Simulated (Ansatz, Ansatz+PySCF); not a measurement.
## Stretching doublet N₂(+)

The N–N distance is varied.

Basis set: cc-pVDZ (spherical functions). Left uncorrelated: 2 orbitals. Charge 1, multiplicity 2.

Computed with Ansatz (development build ahead of 0.2.0), each point on the determinant that the search for low states chose. Each curve is measured from its own lowest point listed. The UHF curve may step between solutions. The UHF-MP2 curve may step between solutions.

| r(N–N) (Å) | UHF-MP2 (eV) |
| --- | --- |
| 1.021 | 0.817 |
| 1.109 | 0.400 |
| 1.141 | 0.000 |
| 1.198 | 1.273 |
| 2.219 | 6.123 |
| 3.329 | 6.988 |

(1) Give the UHF curve at the same distances.

## Answers

(1) r (Å), E (eV) and a bar:
```
    1.021      0.595 #####
    1.109      0.002
    1.141      0.000
    1.198      0.210 ##
    2.219      2.802 #########################
    3.329      3.390 ##############################
```

Caution at some points: the unrestricted determinant is a mixture of spin states; the charge can sit on one fragment and break the point group; the determinant breaks the point group. Caution for UHF-MP2 at some points: MP2 on this radical cation hangs on the determinant chosen; bonds are stretched, where a single reference can fail; forces differ strongly between restricted and unrestricted references; another reference gives a lower total.
